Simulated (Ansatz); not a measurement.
We consider diamond-structure Si, described by LDA (plane waves, PAW; Ansatz, an electronic-structure program).

Settings: plane-wave cutoff 520 eV, 12×12×12 k mesh, perturbation theory, scalar-relativistic PAW data made under PBE.

The cell has the measured lattice parameters. Conventional cell: a = 5.4300 Å, b = 5.4300 Å, c = 5.4300 Å, α = 90.00°, β = 90.00°, γ = 90.00°.

```cif
data_Si2
_chemical_formula_sum 'Si2'
_space_group_name_H-M_alt 'P 1'
_space_group_IT_number 1
_cell_length_a 3.83959
_cell_length_b 3.83959
_cell_length_c 3.83959
_cell_angle_alpha 60.000
_cell_angle_beta 60.000
_cell_angle_gamma 60.000
loop_
_space_group_symop_operation_xyz
  'x, y, z'
loop_
_atom_site_label
_atom_site_type_symbol
_atom_site_fract_x
_atom_site_fract_y
_atom_site_fract_z
_atom_site_occupancy
Si1 Si 0.50000 0.50000 0.50000 1
Si2 Si 0.75000 0.75000 0.75000 1
```

Harmonic phonon frequencies (cm⁻¹; i marks an imaginary mode):

```
q point              frequencies
-------  -----------------------
Γ                              ?
X                              ?
L        108 108 370 402 480 480
W                              ?
```

Question: Some entries are withheld; supply them.

Answer: 
- Γ, frequencies: 0 0 0 505 505 505
- X, frequencies: 141 141 402 402 450 450
- W, frequencies: 198 198 346 346 456 456

Measured, for comparison: zone-centre TO phonon frequency 525 cm⁻¹ (low temperature, zero-point motion not removed; as tabulated in Tanner et al. (2021), arXiv:2110.11888). Computed (rounded) less measured: zone-centre TO phonon frequency -4 %.

No imaginary mode appears at these points.

Note: the cell isn't this level's own, so it is under some stress, which shifts stiffness and frequencies.
